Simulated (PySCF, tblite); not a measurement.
**Cc-HOCH2CO radical (C₂H₃O₂) radical: geometry, infrared bands and EPR parameters**

Aim: predict the infrared bands and EPR parameters of Cc-HOCH2CO radical (C₂H₃O₂) radical (`O=[C]CO`).

Programs: tblite 0.8.0 and PySCF 2.14.0, with density-fitted response routines of our own. Each step states its level of theory. These are calculated values for one molecule in the gas phase, unless marked as measured. Atoms count from 0, in the outputs and in this text.

## (1) Starting geometry

7 atoms, charge 0, multiplicity 2; geometry from: force field or distance geometry start.

Bonds of the start (Å): O0–C1 1.19, C1–C2 1.45, C2–O3 1.43, C2–H4 1.09, C2–H5 1.09, O3–H6 0.98.

## (2) Optimising the geometry with GFN2-xTB

The job: settings as JSON, then the geometry in Å.

```
{"job": {"kind": "relax", "xc": "GFN2-xTB", "basis": "xTB"}, "charge": 0, "multiplicity": 2}
O      2.143200    -0.719100     0.323100
C      1.095700    -0.185200     0.117700
C     -0.191100     0.451300    -0.090000
O     -1.201500    -0.484700    -0.478400
H     -0.130700     1.198700    -0.883100
H     -0.544500     0.961500     0.812100
H     -1.167700    -1.217600     0.171600
```

Started as:

```sh
$ OMP_NUM_THREADS=1 python probes_run.py task.json out
```

This one command runs all jobs of the session in turn.

**Question.** This job is followed by: GFN2-xTB harmonic vibrations, gas phase; PBE0-D3(BJ)/def2-SVP geometry optimisation, gas phase; UKS B3LYP, IGLO-III on C O, pcH-1 on H, non-relativistic, mean-field spin-orbit, GIAO. Predict these results of the whole session: strongest single infrared mode (GFN2-xTB); zero-point energy (GFN2-xTB); point group; rotational constants (main isotopes); g(iso) (B3LYP); ⟨S²⟩; largest a(iso) (averaged by class); surface potential, 1st and 99th percentile.

**Answer**, as computed:

| quantity | value |
| --- | --- |
| strongest single infrared mode (GFN2-xTB) | 1904 cm⁻¹, 250 km/mol |
| zero-point energy (GFN2-xTB) | 29.2 kcal/mol |
| point group | C1 |
| rotational constants (main isotopes) | 21.60, 6.19, 4.99 GHz |
| g(iso) (B3LYP) | 2.00118 |
| ⟨S²⟩ | 0.753 (exact 0.75) |
| largest a(iso) (averaged by class) | 13C on C1, 337.3 MHz |
| surface potential, 1st and 99th percentile | -1.09 V and 2.25 V |

**Reading.** Relaxing lowered the energy by 0.527 eV in 45 steps; the close pair that moved most is C1–C2, from 1.451 to 1.490 Å (GFN2-xTB). No mode is imaginary among the 15: a minimum at this level. The strongest single mode, at 1904 cm⁻¹, moves mainly C1 and O0. GFN2-xTB is a fitted tight-binding method: band positions and strengths are rough. Its intensities can rank the bands wrongly. Over 5 steps the energy fell by 0.130 eV; of the close pairs, O0–C1 changed most, 1.220 to 1.180 Å (PBE0/def2-SVP). No frequency check was run at this level, so the end point may be a saddle. The largest share of the spin, 0.64 e, sits on C1. The isotropic g lies 1.1 ppt below the free-electron value.
